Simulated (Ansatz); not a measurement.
# CH₆N+: a ladder of functionals and wavefunction methods

One table from this session's results is given with a row withheld; the runs are named, their logs left out.

Computed with Ansatz 0.2.0, Gaussian basis. Level: functionals in def2-TZVPP, the program's frozen cores in correlated methods.

The runs, in order: LDA (SPW92), PBE-D4, revPBE-D4, BLYP-D4, r2SCAN-D4, B97M-V, PBE0-D4, B3LYP-D4, r2SCANh-D4, r2SCAN0-D4, HSE06-D4, BHLYP-D4, CAM-B3LYP-D4, LC-ωPBE, ωB97X-V, ωB97M-V, B2PLYP, PBE-QIDH; CCSD(T)/def2-SVP; CCSD(T)/def2-TZVPP; CCSD(T)/def2-QZVPP; extrapolation to the limit; RPA on PBE.

### The relaxed structure

An earlier PBE0-D4 in a triple-zeta def2 set relaxation fixed the geometry.

SMILES `C[NH3+]`, 8 atoms, charge 1, spin multiplicity 1.

Atoms are counted from 1 here; the program's logs count them from 0.

Bond lengths: C1–N2 1.497 Å, C1–H3 1.087 Å, C1–H4 1.087 Å, C1–H5 1.087 Å, N2–H6 1.023 Å, N2–H7 1.023 Å, N2–H8 1.023 Å. Angles: N2–C1–H3 108.5°, N2–C1–H4 108.5°, N2–C1–H5 108.5°, H3–C1–H4 110.4°, H3–C1–H5 110.4°, H4–C1–H5 110.4°, C1–N2–H6 111.4°, C1–N2–H7 111.4°, C1–N2–H8 111.4°, H6–N2–H7 107.4°, H6–N2–H8 107.4°, H7–N2–H8 107.4°.

The first run:

in.yaml reads:

```yaml
crystal:
  periodic: [false, false, false]
  atoms:
    - {symbol: C, position_ang: [-0.225149, 0.292953, -0.663406]}
    - {symbol: N, position_ang: [0.218732, -0.284599, 0.644490]}
    - {symbol: H, position_ang: [-0.040977, -0.440831, -1.444615]}
    - {symbol: H, position_ang: [-1.286769, 0.519448, -0.597776]}
    - {symbol: H, position_ang: [0.345608, 1.199314, -0.851535]}
    - {symbol: H, position_ang: [0.065476, 0.371300, 1.413861]}
    - {symbol: H, position_ang: [1.214851, -0.515291, 0.632279]}
    - {symbol: H, position_ang: [-0.291762, -1.142293, 0.866700]}
basis:
  gaussian: {orbitals: def2-TZVPP}
total_charge: 1
hamiltonian: {xc: lda}
output: {orbitals: {seedname: orbitals}}
```

The run is started by

```console
> ansatz run in.yaml --threads 2 --pin off --events-out ev --progress --plain --max-ram 32768MiB --backend cpu
```

Steps of the session up to this table: LDA; PBE-D4 (GGA); revPBE-D4 (GGA); BLYP-D4 (GGA); r2SCAN-D4 (meta-GGA); B97M-V (meta-GGA); PBE0-D4 (hybrid); B3LYP-D4 (hybrid); r2SCANh-D4 (hybrid); r2SCAN0-D4 (hybrid); HSE06-D4 (hybrid); BHLYP-D4 (hybrid); CAM-B3LYP-D4 (range-separated); LC-ωPBE (range-separated); ωB97X-V (range-separated); ωB97M-V (range-separated); B2PLYP (double hybrid); PBE-QIDH (double hybrid).

One table of the session follows, with a row left open; its other results are not shown here.

It belongs to the step «Orbital energies across the functionals». Levels, from each run's orbital file:

| functional | HOMO (eV) | LUMO (eV) | gap (eV) |
| --- | --- | --- | --- |
| LDA (SPW92) | -15.75 | -6.27 | 9.47 |
| PBE-D4 | -15.78 | -6.25 | 9.53 |
| revPBE-D4 | -15.77 | -6.24 | 9.53 |
| BLYP-D4 | ? | ? | ? |
| r2SCAN-D4 | -16.14 | -5.34 | 10.80 |
| B97M-V | -16.25 | -5.97 | 10.28 |
| PBE0-D4 | -17.35 | -5.33 | 12.02 |
| B3LYP-D4 | -17.13 | -5.76 | 11.38 |
| r2SCANh-D4 | -16.71 | -5.07 | 11.64 |
| r2SCAN0-D4 | -17.58 | -4.70 | 12.87 |
| HSE06-D4 | -16.93 | -5.70 | 11.23 |
| BHLYP-D4 | -18.88 | -4.72 | 14.15 |
| CAM-B3LYP-D4 | -18.86 | -4.58 | 14.28 |
| LC-ωPBE | -20.32 | -3.17 | 17.14 |
| ωB97X-V | -19.93 | -3.37 | 16.56 |
| ωB97M-V | -19.75 | -3.89 | 15.86 |

**Question.** Estimate the row for BLYP-D4.

Worked estimate for «HOMO (eV)». Against the share of exact exchange, B3LYP-D4 (0.2, -17.13), BHLYP-D4 (0.5, -18.88) give a slope of -5.83 per unit share; at 0 the line stands at -15.96.

As computed: HOMO (eV): -15.72; LUMO (eV): -6.34; gap (eV): 9.38. In «HOMO (eV)» the line misses by -0.24.
